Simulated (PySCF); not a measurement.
A species of formula C3H5N3 has this rotational fingerprint, computed with PBE0-D3(BJ)/def2-SVP geometry optimisation, gas phase in PySCF 2.14.0:

| Property | Result |
| --- | --- |
| Rotational constants | A = 9542, B = 3801, C = 2767 MHz |
| Dipole components | \|μa\| = 3.08 D, \|μb\| = 3.45 D, \|μc\| = 0.00 D |
| Inertial defect | -3.25 u·Å² |
| κ | -0.69 |

Task: Which structure is it? (One computed conformer of each.)
A. `Nc1cn[nH]c1`
B. `Cn1ccnn1`

Result: B. It is Cn1ccnn1, an asymmetric top. The candidates at the same level (rigid rotor, commonest isotopes):

| SMILES | A (MHz) | B (MHz) | C (MHz) | μa (D) | μb (D) | μc (D) | Δ (u·Å²) | point group | rotor |
| --- | --- | --- | --- | --- | --- | --- | --- | --- | --- |
| Nc1cn[nH]c1 | 9368 | 3526 | 2569 | 1.30 | 2.13 | 1.14 | -0.56 | – | asymmetric top |
| Cn1ccnn1 | 9542 | 3801 | 2767 | 3.08 | 3.45 | 0.00 | -3.25 | near Cs | asymmetric top |

`Nc1cn[nH]c1` has B 7 % too low. No structure here is proved a minimum.
